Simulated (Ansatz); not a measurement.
hcp V (model structure)

These are r²SCAN+rVV10 in Ansatz (plane waves, PAW) values and carry that method's errors.

Run with plane-wave cutoff 500 eV, 30×30×16 k mesh (along the axes of the cell as run), Fermi–Dirac smearing 0.1 eV, no spin polarisation, scalar-relativistic PAW data made under PBE.

Cell (relaxed at this level):

```yaml
crystal:
  lattice:
    - [1.29760, -2.24751, 0.00000]
    - [1.29760, 2.24751, 0.00000]
    - [0.00000, 0.00000, 4.65002]
  atoms:
    - { symbol: V, position: [0.33333, 0.66667, 0.25000] }
    - { symbol: V, position: [0.66667, 0.33333, 0.75000] }
```

```yaml
band_gap: none
```

Note: the relaxation could raise the start's symmetry but not lower it, so the cell can be a saddle point.

Computing time: about 5 core-minutes (a rough figure).

A model structure was made by putting elements into a prototype or built by hand; it is no filed structure, need not be a known phase, and can be a saddle point held by its symmetry.

Ansatz is a first-principles code.
